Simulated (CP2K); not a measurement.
# AlCl (aluminium monochloride): BLYP-D3(BJ)/DZVP-MOLOPT-SR-GTH (core potential)

What is the vertical singlet–triplet gap of AlCl (aluminium monochloride) at BLYP-D3(BJ)/DZVP-MOLOPT-SR-GTH (core potential)? 

The calculation is run with CP2K 2026.2.

## 1. The structure to begin with

The species is AlCl (2 atoms), meant as a singlet with charge 0. SMILES: `[Al][Cl]`. Geometry: the measured bond length.

Bond lengths: Al1–Cl2 2.130 Å.

## 2. The energy at BLYP-D3(BJ)/DZVP-MOLOPT-SR-GTH (core potential)

Contents of run.inp:

```
&GLOBAL
    PROJECT run
    RUN_TYPE ENERGY
    PRINT_LEVEL MEDIUM
&END GLOBAL

&FORCE_EVAL
    METHOD Quickstep
    &DFT
        BASIS_SET_FILE_NAME BASIS_MOLOPT
        POTENTIAL_FILE_NAME GTH_POTENTIALS
        CHARGE 0
        MULTIPLICITY 1
        &QS
            METHOD GPW
            EPS_DEFAULT 1.0E-10
        &END QS
        &MGRID
            CUTOFF 400
            REL_CUTOFF 50
            NGRIDS 4
        &END MGRID
        &POISSON
            PERIODIC NONE
            POISSON_SOLVER MULTIPOLE
        &END POISSON
        &SCF
            SCF_GUESS ATOMIC
            EPS_SCF 1.0E-06
            MAX_SCF 50
            &OT ON
                MINIMIZER CG
                PRECONDITIONER FULL_SINGLE_INVERSE
            &END OT
            &OUTER_SCF
                EPS_SCF 1.0E-06
                MAX_SCF 10
            &END OUTER_SCF
        &END SCF
        &XC
            &XC_FUNCTIONAL BLYP
            &END XC_FUNCTIONAL
            &VDW_POTENTIAL
                POTENTIAL_TYPE PAIR_POTENTIAL
                &PAIR_POTENTIAL
                    TYPE DFTD3(BJ)
                    PARAMETER_FILE_NAME dftd3.dat
                    REFERENCE_FUNCTIONAL BLYP
                    R_CUTOFF 15
                &END PAIR_POTENTIAL
            &END VDW_POTENTIAL
        &END XC
        &PRINT
            &MOMENTS
                PERIODIC F
                REFERENCE COM
                MAX_MOMENT 1
            &END MOMENTS
            &MO_CUBES
                NLUMO 5
                NHOMO -1
                WRITE_CUBE F
            &END MO_CUBES
            &HIRSHFELD OFF
            &END HIRSHFELD
        &END PRINT
    &END DFT
    &SUBSYS
        &CELL
            ABC [angstrom] 7 7 9.1
            PERIODIC NONE
        &END CELL
        &COORD
            Al     0.000000     0.000000     0.000000
            Cl     0.000000     0.000000     2.130113
        &END COORD
        &TOPOLOGY
            &CENTER_COORDINATES
            &END CENTER_COORDINATES
        &END TOPOLOGY
        &KIND Al
            BASIS_SET DZVP-MOLOPT-SR-GTH-q3
            POTENTIAL GTH-BLYP-q3
        &END KIND
        &KIND Cl
            BASIS_SET DZVP-MOLOPT-SR-GTH-q7
            POTENTIAL GTH-BLYP-q7
        &END KIND
    &END SUBSYS
&END FORCE_EVAL
```

Launch:

```bash
OMP_NUM_THREADS=1 cp2k.psmp -i run.inp -o run.out
```

The program printed:

```text
CP2K| version string:                                       CP2K version 2026.2
[...]
 GLOBAL| Method name                                                        CP2K
[...]
 GLOBAL| Run type                                                         ENERGY
[...]
 DFT| Spin restricted Kohn-Sham (RKS) calculation                            RKS
 DFT| Multiplicity                                                             1
[...]
 DFT| Charge                                                                   0
[...]
 FUNCTIONAL| BECKE88:
 FUNCTIONAL| LYP:
[...]
 QS| Method:                                                                 GPW
[...]
 QS| Density cutoff [a.u.]:                                                200.0
[...]
 QS| Relative density cutoff [a.u.]:                                        25.0
[...]
                             - Atoms:                                          2
[...]
                             - Spherical basis functions:                     26
[...]
 Number of electrons:                                                         10
[...]
     1 OT CG       0.80E-01    0.4     0.21838361       -16.6574027184 -1.67E+01
[...]
    18 OT CG       0.13E+00    0.4     0.00000051       -16.9988801387 -1.78E-11
  *** SCF run converged in    18 steps ***
[...]
  Overlap energy of the core charge distribution:               0.00000000019748
  Self energy of the core charge distribution:                -39.35566363284349
  Core Hamiltonian energy:                                      8.85927856917505
  Hartree energy:                                              17.06114585116559
  Exchange-correlation energy:                                 -3.56020786692299
  Dispersion energy:                                           -0.00343305949723
  Total energy:                                               -16.99888013872560
[...]
                     Mulliken Population Analysis
 #  Atom  Element  Kind  Atomic population                           Net charge
       1     Al       1          2.718929                              0.281071
       2     Cl       2          7.281071                             -0.281071
 # Total charge                             10.000000                 -0.000000
[...]
  Dipole moment [Debye]
    X= -0.2136811E-05 Y= -0.5623947E-05 Z= -0.1401628E+01  Total=      1.4016282
[...]
 HOMO - LUMO gap [eV] :    3.792726
 ENERGY| Total FORCE_EVAL ( QS ) energy [hartree]            -16.998880138725596
[...]
```

Run time: 13 s. Hardware: 1 thread of Arm Neoverse V1, shared host; peak memory 0.49 GiB.

## 3. The triplet, same level

Contents of molecule.inp:

```
&GLOBAL
  PROJECT_NAME molecule
  RUN_TYPE ENERGY
  PRINT_LEVEL MEDIUM
&END GLOBAL

&FORCE_EVAL
  METHOD QUICKSTEP
  &DFT
    BASIS_SET_FILE_NAME BASIS_MOLOPT
    POTENTIAL_FILE_NAME GTH_POTENTIALS
    CHARGE 0
    MULTIPLICITY 3
    UNRESTRICTED_KOHN_SHAM T
    &QS
      METHOD GPW
      EPS_DEFAULT 1.0E-10
    &END QS
    &MGRID
      CUTOFF 400
      REL_CUTOFF 50
      NGRIDS 4
    &END MGRID
    &POISSON
      PERIODIC NONE
      POISSON_SOLVER MULTIPOLE
    &END POISSON
    &SCF
      SCF_GUESS ATOMIC
      EPS_SCF 1.0E-06
      MAX_SCF 30
      &OT ON
        MINIMIZER DIIS
        PRECONDITIONER FULL_ALL
      &END OT
      &OUTER_SCF
        EPS_SCF 1.0E-06
        MAX_SCF 10
      &END OUTER_SCF
    &END SCF
    &XC
      &XC_FUNCTIONAL BLYP
      &END XC_FUNCTIONAL
      &VDW_POTENTIAL
        POTENTIAL_TYPE PAIR_POTENTIAL
        &PAIR_POTENTIAL
          TYPE DFTD3(BJ)
          PARAMETER_FILE_NAME dftd3.dat
          REFERENCE_FUNCTIONAL BLYP
          R_CUTOFF 15
        &END PAIR_POTENTIAL
      &END VDW_POTENTIAL
    &END XC
    &PRINT
      &MOMENTS
        PERIODIC F
        REFERENCE COM
        MAX_MOMENT 1
      &END MOMENTS
      &MO_CUBES
        NLUMO 1
        NHOMO -1
        WRITE_CUBE F
      &END MO_CUBES
      &HIRSHFELD OFF
      &END HIRSHFELD
    &END PRINT
  &END DFT
  &SUBSYS
    &CELL
      ABC [angstrom] 7 7 9.1
      PERIODIC NONE
    &END CELL
    &COORD
      Al     3.500000     3.500000     3.484944
      Cl     3.500000     3.500000     5.615056
    &END COORD
    &KIND Al
      BASIS_SET DZVP-MOLOPT-SR-GTH-q3
      POTENTIAL GTH-BLYP-q3
    &END KIND
    &KIND Cl
      BASIS_SET DZVP-MOLOPT-SR-GTH-q7
      POTENTIAL GTH-BLYP-q7
    &END KIND
  &END SUBSYS
&END FORCE_EVAL
```

Launch:

```bash
OMP_NUM_THREADS=1 cp2k.psmp -i molecule.inp -o molecule.out
```

The program printed:

```text
CP2K| version string:                                       CP2K version 2026.2
[...]
 GLOBAL| Method name                                                        CP2K
[...]
 GLOBAL| Run type                                                         ENERGY
[...]
 DFT| Spin unrestricted (spin-polarized) Kohn-Sham calculation               UKS
 DFT| Multiplicity                                                             3
[...]
 DFT| Charge                                                                   0
[...]
 FUNCTIONAL| BECKE88:
 FUNCTIONAL| LYP:
[...]
 QS| Method:                                                                 GPW
[...]
 QS| Density cutoff [a.u.]:                                                200.0
[...]
 QS| Relative density cutoff [a.u.]:                                        25.0
[...]
                             - Atoms:                                          2
[...]
                             - Spherical basis functions:                     26
[...]
 Number of electrons:                                                          6
[...]
     1 OT DIIS     0.15E+00    0.8     0.08153536       -16.5892568645 -1.66E+01
[...]
    26 OT DIIS     0.15E+00    0.9     0.00000046       -16.8910475362 -1.44E-10
  *** SCF run converged in    26 steps ***
[...]
  Overlap energy of the core charge distribution:               0.00000000019749
  Self energy of the core charge distribution:                -39.35566363284349
  Core Hamiltonian energy:                                      8.86918348052481
  Hartree energy:                                              17.17324155777229
  Exchange-correlation energy:                                 -3.57437588227892
  Dispersion energy:                                           -0.00343305959314
  Total energy:                                               -16.89104753622096
[...]
                     Mulliken Population Analysis
 #  Atom  Element  Kind  Atomic population (alpha,beta) Net charge  Spin moment
       1     Al       1         2.298161     0.465438     0.236401     1.832723
       2     Cl       2         3.701839     3.534562    -0.236401     0.167277
 # Total charge and spin        6.000000     4.000000    -0.000000     2.000000
[...]
  Dipole moment [Debye]
    X=  0.1041559E-05 Y= -0.1688656E-05 Z= -0.1879100E+01  Total=      1.8790999
[...]
 HOMO - LUMO gap [eV] :    2.743919
 ENERGY| Total FORCE_EVAL ( QS ) energy [hartree]            -16.891047536220963
[...]
```

Run time: 25 s. Hardware: 1 thread of Arm Neoverse V1, shared host; peak memory 0.61 GiB.

## 4. Summary of results

At BLYP-D3(BJ)/DZVP-MOLOPT-SR-GTH (core potential):

| quantity | value |
| --- | --- |
| singlet: total energy | -16.99888 Eh |
| singlet: dipole moment | 1.40 D |
| singlet: HOMO energy | -5.64 eV |
| singlet: LUMO energy | -1.85 eV |
| singlet: HOMO–LUMO gap | 3.79 eV |
| singlet: dispersion energy | -9.01 kJ/mol |
| triplet: total energy | -16.89105 Eh |
| triplet: dipole moment | 1.88 D |
| triplet: HOMO energy (highest over α and β) | -2.77 eV |
| triplet: dispersion energy | -9.01 kJ/mol |
| triplet: ⟨S²⟩ | 2.002 |
| vertical energy of the triplet above the singlet | 2.934 eV |

In words: At this shape the triplet lies 2.93 eV (68 kcal/mol) above the singlet.
